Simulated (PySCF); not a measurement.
P₄, optimised at PBE0/def2-TZVP:

```xyz
4

P      1.2111    -0.1554    -0.5206
P     -0.4813     1.2150    -0.3559
P     -0.8268    -0.9386    -0.4653
P      0.0561    -0.0642     1.3306
```

Method: PySCF energies (xtb for GFN2) plus ideal-gas RRHO corrections (1 bar). 6-31G* has spherical d functions here. All species are closed-shell singlets. B3LYP is the form with VWN-RPA correlation.

Q: List the harmonic frequencies (cm⁻¹, unscaled) at this level and at the other levels, each on its own geometry.

A: 
- PBE0/def2-TZVP: 392, 392, 490, 490, 490, 640
- B3LYP/6-31G*: 366, 366, 463, 463, 463, 604
- GFN2-xTB: 354, 354, 464, 464, 464, 683
- HF/6-31G*: 404, 404, 519, 519, 519, 684
- PBE/def2-SVP: 372, 372, 464, 464, 464, 599
